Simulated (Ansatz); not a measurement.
SiSe⁺, doublet: the ladder up to UCCSDT(Q)

Geometry: that of the SiSe, triplet, kept fixed.

| atom | x (Å) | y (Å) | z (Å) |
| --- | --- | --- | --- |
| Si | 0.0000 | 0.0000 | 0.0000 |
| Se | 0.0000 | 0.0000 | 2.3119 |

Basis cc-pVTZ; Ansatz 0.2.0. Only valence electrons are correlated (noble-gas cores and the filled d shells of p-block atoms frozen), which leaves 9 electrons in 58 orbitals. R marks a restricted (for open shells ROHF) determinant, U an unrestricted one. Active spaces: valence = (9e, 8o) chosen from the atoms' valence shells. No spin–orbit coupling is included, and no scalar relativity.

Full CI isn't at hand for all of this; UCCSDT(Q) serves as the reference, and is uncertain by the last step of the cluster series or more. The frozen core follows each run's orbitals, which can shift R against U totals by a few meV for light atoms and by up to 0.1 eV past Ca.

- UHF ⟨S²⟩: 0.774
- T1 diagnostic (RCCSD): 0.0330
- largest doubles amplitude (RCCSD): 0.077
- T1 diagnostic (UCCSD): 0.0299

**Question.** From what is known of these methods and the diagnostics, rank them by the size of their error in total energy against UCCSDT(Q) in cc-pVTZ, smallest first (an estimate: the text doesn't fix the numbers).
A. UCCSD
B. UCCSDT
C. UCCSD(T)
D. UMP2
E. UHF

**Answer.** B (0.63 kcal/mol), C (1.75 kcal/mol), A (9.40 kcal/mol), D (28.67 kcal/mol), E (147.71 kcal/mol).

All errors are against UCCSDT(Q) in cc-pVTZ. Within each family the higher level lies nearer, as is usual though not guaranteed.

Natural occupations of CASSCF (valence space) about the gap: 1.995 1.967 1.939 1.924 0.997 0.069 0.068 0.041; effectively unpaired electrons, Σ n²(2−n)², 1.08.
